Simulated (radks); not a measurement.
# C²⁺ in 1s1.75 2s2 3s0.25: an all-electron calculation

An exercise on one series of results from a longer session: the logs are not shown, and one member is left open.

The numbers are computed with radks (a radial shooting solver on a logarithmic mesh, Libxc functionals) version 1 (scalar-relativistic Kohn-Sham, LDA (Slater exchange, Perdew-Zunger correlation), spin-polarised, spherical densities, point nucleus; open shells are filled with parallel spins first), except any that are marked as measured or tabulated.

**What is computed**

* element: carbon (Z = 6)
* charge: +2
* electrons: 4
* configuration: 1s1.75 2s2 3s0.25

The first run:

The run's settings:

```text
Z 6
configuration 1s1.75 2s2 3s0.25
relativity scalar-relativistic
functional lda,pz
spin polarised
nucleus point
c 137.035999084
```

The run is started by

```
$ python run_ks.py task.json out
```

The same process makes all the runs of this session.

One table of the session follows, with a row left open; its other results are not shown here.

It belongs to the step «Shells». From the orbitals of this run (lengths in bohr):

| level | <r> | outermost maximum (interpolated) | 90 % within | nodes |
| --- | --- | --- | --- | --- |
| 1s up | 0.2675 | 0.173 | 0.479 | 0 |
| 1s down | 0.2690 | 0.174 | 0.482 | 0 |
| 2s up | 1.314 | 1.09 | 2.04 | 1 |
| 2s down | 1.319 | 1.09 | 2.04 | 1 |
| 3s up | 3.607 | 3.32 | 5.25 | 2 |
| 3s down | ? | ? | ? | ? |

**Question.** Estimate the row for 3s down.

**Answer.** <r>: 3.630; outermost maximum (interpolated): 3.32; 90 % within: 5.31; nodes: 2. In the column «<r>» it is the highest.
